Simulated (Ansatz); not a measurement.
**The aluminium atom (doublet): the correlation ladder, cc-pV(D+d)Z**

One table from this session's results is given with a row withheld; the runs are named, their logs left out.

The runs use Ansatz 0.2.0, Gaussian basis; cc-pV(D+d)Z, core rule «outside noble gas», up to 5 orbitals frozen.

To be run: CCSD(T) on UHF; BCCD(T) on ROHF; CISD; CCSDT on ROHF; CCSDT on UHF; CASSCF and MRCISD+Q, 3 electrons in 4 orbitals; CASSCF and MRCISD+Q(relaxed), 3 electrons in 4 orbitals; CASSCF and NEVPT4(SD), 3 electrons in 4 orbitals; CASSCF and NEVPT2, 3 electrons in 4 orbitals; Full CI.

## The atom

A free atom, in its lowest state of this spin that the program finds.

1 atom, charge 0, spin multiplicity 2.

The first run:

Input file in.yaml:

```yaml
crystal:
  periodic: [false, false, false]
  atoms:
    - {symbol: Al, position_ang: [0.000000, 0.000000, 0.000000]}
basis:
  gaussian: {orbitals: "cc-pV(D+d)Z.json"}
magnetization: {spin_polarized: true, initial_magnetization: 1}
correlation: {method: ccsd_t, electrons: outside_noble_gas}
```

Run with:

```sh
> ansatz run in.yaml --threads 1 --pin off --events-out ev --progress --plain --max-ram 2393MiB
```

Among the steps run: CCSD(T) on UHF; BCCD(T) on ROHF; CISD; CCSDT on ROHF; CCSDT on UHF; CASSCF and MRCISD+Q, 3 electrons in 4 orbitals; CASSCF and MRCISD+Q(relaxed), 3 electrons in 4 orbitals; CASSCF and NEVPT4(SD), 3 electrons in 4 orbitals; CASSCF and NEVPT2, 3 electrons in 4 orbitals; Full CI.

One table of the session follows, with a row left open; its other results are not shown here.

```
                   method  from FCI (meV)
                      UHF               ?
                     UMP2          +483.4
                    UCCSD           +29.7
                 UCCSD(T)           +10.3
                  BCCD(T)           +11.0
                   UCCSDT            -0.1
           CASSCF valence          +767.0
           NEVPT2 valence          +237.9
       NEVPT4(SD) valence           +26.0
           MRCISD valence            +8.5
         MRCISD+Q valence           -20.6
MRCISD+Q(relaxed) valence           -24.5
                      FCI               0
```

Estimate the missing values for UHF.

As computed: from FCI (meV): +1324.4. In the column «from FCI (meV)» it is the highest.

Not comparable, so not listed: CISD; CCSDT on ROHF (they don't share determinant, frozen orbitals or solution with the rows shown, or repeat one).

To keep in mind: MRCISD+Q valence, MRCISD+Q(relaxed) valence fall below full CI: the +Q correction isn't variational, and the cores differ from full CI's. Levels on UHF freeze UHF's core orbitals, full CI those of ROHF, so the U rows can settle a little off it for that reason alone.
